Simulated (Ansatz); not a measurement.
Other settings, tried on B(CO)H3 (CH3BO).

```yaml
crystal:
  periodic: [false, false, false]
  atoms:
    - {symbol: B, position_ang: [-0.011265, 0.002286, -0.532075]}
    - {symbol: C, position_ang: [0.013277, 0.006073, 0.972075]}
    - {symbol: O, position_ang: [0.039568, -0.001786, 2.115214]}
    - {symbol: H, position_ang: [1.159442, 0.003378, -0.863954]}
    - {symbol: H, position_ang: [-0.606124, 1.011610, -0.856624]}
    - {symbol: H, position_ang: [-0.594898, -1.021551, -0.834637]}
basis:
  gaussian: {orbitals: STO-3G}
magnetization: {spin_polarized: true, initial_magnetization: 2}
hamiltonian: {xc: {name: SVWN5}}
scf: {lower_state_search: light}
output: {forces: true}
```

```sh
$ ansatz run in.yaml --threads 2 --pin off --events-out ev --progress --plain --max-ram 4352MiB
```

Output, abridged:

```
Functional definition: SVWN5
249 factors; integrals over basis functions are off by at most 1.1e-4 eV
mean field evaluation 1: about -3717.5337 eV, gradient 1.1e1 eV
mean field evaluation 2: about -3711.4192 eV, gradient 2.9e1 eV
mean field evaluation 4: about -3717.8537 eV, gradient 7.9e0 eV
mean field evaluation 8: about -3718.4913 eV, gradient 3.6e0 eV
mean field evaluation 16: about -3719.0071 eV, gradient 1.6e-1 eV
mean field evaluation 32: about -3719.0089 eV, gradient 8.8e-6 eV
mean field evaluation 64: about -3719.0124 eV, gradient 2.1e-5 eV
mean field evaluation 96: about -3718.7923 eV, gradient 1.2e0 eV
mean field evaluation 128: about -3718.9780 eV, gradient 8.7e-1 eV
mean field evaluation 160: about -3719.0077 eV, gradient 2.1e-1 eV
mean field -3719.01236128 eV, -136.6711834398 hartree, gradient 1.9e-7 eV, S^2 2.001339; 16 other end points of the search recorded, 0 dependent functions left out
reference -3719.01237391 eV, -136.6711839042 hartree; 12, 10 occupied and 6, 8 virtual orbitals, 249 factors
Total energy: -3719.01237391 eV, -136.6711839042 hartree
Atom 0 at    -0.011265     0.002286    -0.532075 Å, force     1.407022    -2.310936     2.719899 eV/Å
Atom 1 at     0.013277     0.006073     0.972075 Å, force    -0.041438    -0.469980   -16.726333 eV/Å
Atom 2 at     0.039568    -0.001786     2.115214 Å, force     0.338334    -0.034020    16.853203 eV/Å
Atom 3 at     1.159442     0.003378    -0.863954 Å, force    -0.438564     1.190617    -0.432548 eV/Å
Atom 4 at    -0.606124     1.011610    -0.856624 Å, force    -0.427122     0.668074    -1.985871 eV/Å
Atom 5 at    -0.594898    -1.021551    -0.834637 Å, force    -0.838231     0.956246    -0.428350 eV/Å
Dipole moment:    -0.028842     0.047778    -0.046034 e Å
```

It took 2.2 s on 2 threads of AMD EPYC 7R43 on a shared host.
